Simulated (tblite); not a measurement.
Species: H2O3P (charge -1).
Geometry (GFN2-xTB, Å), atoms numbered from 1 in this order:
```
atom  x, y, z in Å
O1    -1.0851   -1.0610   -0.9712
P2    -0.4174   -0.0815   -0.0892
O3    -0.6140    1.3844   -0.2653
O4     1.2297   -0.3449   -0.0907
H5    -0.6416   -0.4271    1.2602
H6     1.5315    0.5322    0.1347
```

Computed values, GFN2-xTB/tblite, gas phase, harmonic and unscaled. The method is semi-empirical: single wavenumbers can be off by several per cent or more. Modes of hydrogen on phosphorus can be 10 to 20 % off. One conformer, not necessarily the lowest.

Harmonic wavenumbers (cm⁻¹): 304.5, 373.5, 419.7, 517.3, 666.2, 818.3, 981.8, 1018.7, 1099.9, 1273.5, 2166.8, 3652.2.

A = 8696, B = 7955, C = 4616 MHz; mass 80.974 u (most abundant isotopes); point group C1, symmetry number 1.

Problem. Zero-point energy?

Solution. ½Σν̃ = 6646 cm⁻¹ = 79.51 kJ/mol.

Problem. Give the ideal-gas entropy at 500 K and 1 bar in the rigid-rotor, harmonic-oscillator model (classical rotation).

Solution. Translation 174.40, rotation 108.64, vibration 44.17: S = 327.2 J/(mol K).

Problem. And Cp and H(500 K) − H(0)?

Solution. Cp = 90.65 J/(mol K), of which vibrations give 57.39 (their classical limit is 12 R = 99.8); H(500 K) − H(0) = 30.35 kJ/mol without the zero-point energy, 13.72 from vibrations.

Problem. What must be added to the electronic energy to get the Gibbs energy at 500 K and 1 bar?

Solution. ZPE + [H(500 K) − H(0)] − T·S = 79.51 + 30.35 − 163.61 = -53.75 kJ/mol.

Problem. How do the functions run with temperature in this model?

Solution. 
| T (K) | S (J/(mol K)) | Cp (J/(mol K)) | H − H(0) (kJ/mol) | G − H(0) (kJ/mol) | ln q(vib) |
| --- | --- | --- | --- | --- | --- |
| 150 | 247.2 | 45.5 | 5.48 | -31.60 | 0.11 |
| 250 | 274.4 | 62.0 | 10.87 | -57.72 | 0.50 |
| 298.15 | 285.9 | 69.0 | 14.02 | -71.21 | 0.75 |
| 400 | 308.0 | 81.5 | 21.72 | -101.48 | 1.36 |
| 600 | 344.4 | 97.5 | 39.77 | -166.86 | 2.68 |
| 900 | 386.6 | 110.2 | 71.15 | -276.80 | 4.60 |

q(vib) and H(0) count from the zero-point level.

Other conformers, if any are populated, would add a mixing term that is left out. The structure is chiral; the term R ln 2 for an equal mix with its mirror image is left out.
